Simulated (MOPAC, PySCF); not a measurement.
CH4O, SMILES `CO`, neutral singlet in the gas phase. 

Z-matrix (Å, degrees):
```
C
H 1 1.0892
H 1 1.0959 2 108.32
H 1 1.0959 2 108.32 3 117.86
O 1 1.4205 2 106.81 3 -121.07
H 5 0.9620 1 108.80 2 180.00
```
Charge 0, multiplicity 1.

All levels are single points at this geometry (B3LYP-D3(BJ)/def2-TZVP); Pople sets use spherical d functions. Orbital energies aren't observables, and empty levels follow the basis.

```tsv
level	HOMO (eV)	LUMO (eV)	gap (eV)	dipole (D)	vertical IE, Delta-SCF (eV)
B3LYP-D3(BJ)/def2-TZVP in PySCF	-7.64	0.69	8.34	1.70	–
PBE-D3(BJ)/def2-TZVP in PySCF	-6.15	0.21	6.37	1.62	–
B3LYP/6-311+G** in PySCF	-7.73	-0.07	7.66	1.89	–
BP86/6-31G* in PySCF	-5.75	1.52	7.27	1.62	–
M06-2X/6-31G* in PySCF	-9.24	3.46	12.70	1.76	–
HF/3-21G in PySCF	-11.79	7.22	19.01	2.10	–
HF/STO-3G in PySCF	-9.69	15.84	25.53	1.48	–
AM1 in MOPAC	-11.20	3.69	14.89	1.64	–
PM7 in MOPAC	-10.75	2.88	13.63	2.00	–
```
